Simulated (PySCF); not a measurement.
System: rock-salt KCl. Method: evGW@PBE (GTH pseudopotentials, Gaussian basis; PySCF).

The same calculation (at the measured cell, 31.150 Å³/atom) with different numerical settings; throughout: k mesh 2×2×2:

```
run  basis  gap over the k-points evaluated (eV)   rough time
---  -----  ------------------------------------  -----------
1       DZ                                 9.733   4 core-min
2       TZ                                 9.442  20 core-min
3       QZ                                     …  50 core-min
```

**Question.** Some entries are withheld; supply them.

**Answer.** 
- 3, gap over the k-points evaluated (eV): 9.265

In the column gap over the k-points evaluated (eV) the first row differs from the last by +0.468 and the next to last by +0.177.

The last row is no converged limit: other settings stay fixed.
